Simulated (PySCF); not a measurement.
Spin–spin coupling constants

Bonds (- single, = double, # triple, : aromatic): C1=C2 1.339 Å, C2-C3 1.505 Å, C3-C4 1.518 Å, C4-C5 1.518 Å, C5-C6 1.518 Å, C5-C1 1.506 Å, C6-C3 1.518 Å, C6-C4 1.442 Å. C1 carries H7; C2 carries H8; C3 carries H9; C4 carries H10; C5 carries H11; C6 carries H12.

Indirect spin–spin couplings were computed at B3LYP/pcJ-1 (without the spin–dipole term) (PySCF 2.14) on a PBE0-D3(BJ)/def2-SVP structure, for the isolated molecule, without vibrational or relativistic corrections. Couplings are averaged over pairs made equivalent by symmetry, fast rotation or ring inversion, so a value needn't be that of the named pair in this geometry, while other rotamers aren't included; one pair stands for each set, and the list holds those of at least 0.8 Hz over up to four bonds.

Isotopes: 13C, 1H.

| pair | bonds | J (Hz) |
| --- | --- | --- |
| C1, C2 | 1 | 82.4 |
| C1, C5 | 1 | 54.2 |
| C1, H7 | 1 | ? |
| C3, C4 | 1 | 21.1 |
| C3, H9 | 1 | ? |
| C4, C6 | 1 | -10.1 |
| C4, H10 | 1 | 212.9 |
| C1, C3 | 2 | ? |
| C1, C4 | 2 | 1.8 |
| C1, H8 | 2 | 4.6 |
| C1, H11 | 2 | 6.0 |
| C3, C5 | 2 | 5.7 |
| C3, H8 | 2 | 14.2 |
| C3, H10 | 2 | ? |
| C4, H12 | 2 | -3.6 |
| C1, H9 | 3 | 7.0 |
| C3, H7 | 3 | 11.8 |
| C3, H11 | 3 | 13.3 |
| C4, H7 | 3 | 1.4 |
| H7, H8 | 3 | 6.5 |
| H7, H11 | 3 | ? |
| H9, H10 | 3 | ? |
| H10, H12 | 3 | ? |
| H7, H9 | 4 | 1.7 |
| H9, H11 | 4 | ? |

Question: Estimate the withheld couplings, with signs.

Answer: 
- 1J(C1,H7) = 183.6 Hz (bond length 1.089 Å, sp2 carbon)
- 1J(C3,H9) = 172.3 Hz (bond length 1.093 Å, sp3 carbon)
- 2J(C1,C3) = 5.2 Hz (angle at C2 105°)
- 2J(C3,H10) = 3.4 Hz
- 3J(H7,H11) = 1.5 Hz (dihedral angle 0°)
- 3J(H9,H10) = 1.7 Hz
- 3J(H10,H12) = 10.8 Hz (dihedral angle 0°)
- 4J(H9,H11) = 5.9 Hz
